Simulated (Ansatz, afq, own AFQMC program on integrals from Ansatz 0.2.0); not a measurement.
AlNH4, triplet in cc-pVTZ, levels against AFQMC with the constraint released

```
atom    x (Å)    y (Å)   z (Å)
  Al  -0.9998   0.0225  0.0000
   H  -1.7928   1.3959  0.0000
   H  -1.7928  -1.3509  0.0000
   H   0.7332   0.0225  0.0000
   N   1.9702   0.0225  0.0000
   H   2.2392  -0.9817  0.0000
```

Connectivity, by distances: AlH2 ··· NH, 1 bridging H.

Basis cc-pVTZ. Only valence electrons are correlated. Integrals, coupled cluster, full CI and functionals: Ansatz 0.2.0; the random walks run on the same integrals in our own AFQMC program. The CISD trial takes its coefficients from CCSD amplitudes. Released means that phaseless walkers are propagated on without the constraint, phases kept. ± is one standard error of the sampling.

Determinant: UHF, the one that the program's search chose, which needn't be the lowest solution. The geometry is a point of a scan.

No full CI on the walks' own integrals is used here. The released AFQMC energy serves as the reference, which it does only where one determinant dominates, the energy is flat over the last release times and near the phaseless one (40 meV or 2 meV an electron, half that with transition metals). On small molecules, where full CI could be run and the noise was under 10 meV, such values lay within 10 meV of it in 19 cases of 20, a flattering rate, since the rule was set on those same cases; what remains of the bias isn't in the error bar.

Cautions: lower spins were not checked; the released value is read at 2.40 1/Eh (meV from the phaseless value at times in 1/Eh: -7 ± 3 at 0.24, -8 ± 5 at 0.51, -14 ± 4 at 0.99, -8 ± 4 at 1.62, -20 ± 8 at 2.40).

```
T1 diagnostic                               : 0.0187
weight of the determinant in the CISD state : 0.873
⟨S²⟩ of the determinant                     : 2.044
size of the correlated space                : 12 electrons in 114 orbitals
```

Reference: AFQMC with the constraint released, correlation energy -8.489 ± 0.008 eV.

| level | E − E(reference) (kJ/mol) | share of correlation (%) |
| --- | --- | --- |
| HF | 819.0 ± 0.8 | 0.00 |
| MP2 | 132.6 ± 0.8 | 83.81 |
| CCSD | 28.8 ± 0.8 | 96.48 |
| CCSD(T) | 5.1 ± 0.8 | 99.38 |
| ph-AFQMC/CISD | 1.9 ± 1.0 | 99.77 |

A walk keeps the symmetry of its determinant, which the program's search chose and which needn't be the lowest solution, so a lower state of the same spin and another symmetry isn't excluded. Released energies are given only where the last usable release times agree within the noise; a slower fall can still hide under it.
